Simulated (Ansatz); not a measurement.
## H₂O₂Si, SMILES O[Si]O: the energy of protonation at one site, step by step

With Ansatz's Python interface.

At the Python prompt:
```pycon
>>> import ansatz as az
>>> import numpy as np
>>> GEOMETRY = """
... O    -1.47820   -0.15690   -0.25920
... Si   -0.21860   -0.72820    0.52800
... O     1.05760    0.19540    0.07640
... H    -1.26310    0.66130   -0.84610
... H     1.95230   -0.04520    0.45950
... """
>>> mol = az.Crystal.molecule()
>>> for line in GEOMETRY.strip().splitlines():
...     symbol, *xyz = line.split()
...     mol = mol.atom(symbol, [float(v) for v in xyz])
...
>>> base = (
...     mol.calculation()
...     .basis(gaussian="def2-SVP")
...     .functional("HF")
...     .accuracy("medium")
...     .scf(lower_state_search="off")
... )
>>> symbols = [site.symbol for site in mol.cartesian_sites]
>>> start = np.array([site.position_ang for site in mol.cartesian_sites], dtype=float)
>>> r = base.relax(force_tolerance=0.01).run(threads=1, pin="off").report
>>> end = np.array(r["positions_ang"])
>>> # put the proton on the side away from the neighbours, slightly off axis
>>> away = sum((end[2] - end[j]) / np.linalg.norm(end[2] - end[j]) for j in [1, 4]) + np.array([0.15, 0.1, -0.2])
>>> proton = end[2] + 1.0 * away / np.linalg.norm(away)
>>> acid = az.Crystal.molecule()
>>> for symbol, place in zip(symbols, end):
...     acid = acid.atom(symbol, place.tolist())
...
>>> acid = acid.atom("H", proton.tolist())
>>> protonated = (
...     acid.calculation()
...     .basis(gaussian="def2-SVP")
...     .functional("HF")
...     .accuracy("medium")
...     .scf(lower_state_search="off")
...     .charge(1)
...     .relax(force_tolerance=0.01, max_steps=80)
... )
>>> after = protonated.run(threads=1, pin="off").report
>>> xyz = np.array(after["positions_ang"])
>>> reach = np.linalg.norm(xyz[:-1] - xyz[-1], axis=1)
>>> print(f"base {r['free_energy_ev']:.5f} eV, protonated {after['free_energy_ev']:.5f} eV")
base -11963.97579 eV, protonated -11972.64618 eV
>>> print(f"the proton ends {reach.min():.3f} A from {symbols[reach.argmin()]}{reach.argmin()}")
the proton ends 0.960 A from O2
>>> print(f"electronic proton affinity {23.060548 * (r['free_energy_ev'] - after['free_energy_ev']):.1f} kcal/mol")
electronic proton affinity 199.9 kcal/mol
```

What to keep in mind:
- These settings explore the input space; basis and method may be short of convergence.
- The proton is put on one chosen atom, which needn't be the most basic site, so the molecule's proton affinity can be higher; the ends are stationary points, not checked by frequencies, and zero-point and thermal terms count only where printed.
- Hartree-Fock leaves correlation out, so bond, atomisation and ionisation energies come out well too low.
- Run time: 12 s on 1 thread of INTEL(R) XEON(R) PLATINUM 8581C CPU @ 2.30GHz (Emerald Rapids), on a shared host, peak memory 0.18 GiB.
